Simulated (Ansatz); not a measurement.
Process, species as SMILES: C#C (C2H2) + 3 [H][H] (H2) → 2 C (CH4)
B3LYP-D3(BJ)/def2-TZVP geometries, fixed; electronic energies without zero-point terms.
Largest species:
```xyz
5

C      0.0000     0.0000     0.0000
H      0.6205     0.6269     0.6390
H     -0.6429    -0.6249     0.6185
H      0.6369    -0.6328    -0.6166
H     -0.6146     0.6308    -0.6409
```
Charge 0, spin multiplicity 1.

Basis-set convergence of the energy of full hydrogenation at r2SCAN with Ansatz (a quantum-chemistry and plane-wave program). All functions are spherical. The program fits the integrals of some runs and decomposes those of others, by size. No added dispersion term, no relativity. Functions are those of the species that has most. Reference: the value in aug-pcseg-3, -113.11 kcal/mol, itself unsure by roughly 0.03 kcal/mol (its mean distance from aug-cc-pVQZ, def2-QZVPPD, pcseg-3). Deviations are taken from unrounded values.

| basis | functions | energy of full hydrogenation (kcal/mol) | minus reference (kcal/mol) |
|---|---|---|---|
| pcseg-0 | 22 | -116.90 | -3.79 |
| pcseg-1 | 38 | -116.58 | -3.47 |
| aug-cc-pVDZ | 64 | -118.36 | -5.25 |
| aug-pcseg-1 | 64 | -116.67 | -3.55 |
| pcseg-2 | 88 | -113.38 | -0.27 |
| jun-cc-pV(T+d)Z | 106 | -113.48 | -0.36 |
| aug-cc-pVTZ | 138 | -113.35 | -0.24 |
| aug-pcseg-2 | 138 | -113.31 | -0.19 |
| pcseg-3 | 192 | -113.12 | 0.00 |
| aug-cc-pVQZ | 264 | -113.09 | 0.02 |
| aug-pcseg-3 | 281 | -113.11 | 0.00 |

The smallest set listed that lies within 1 kcal/mol of the reference with all its larger relatives (same family, alike in diffuse functions; a set with none counts only in the reference's own line) is pcseg-2 (88 functions, -0.27 kcal/mol off).
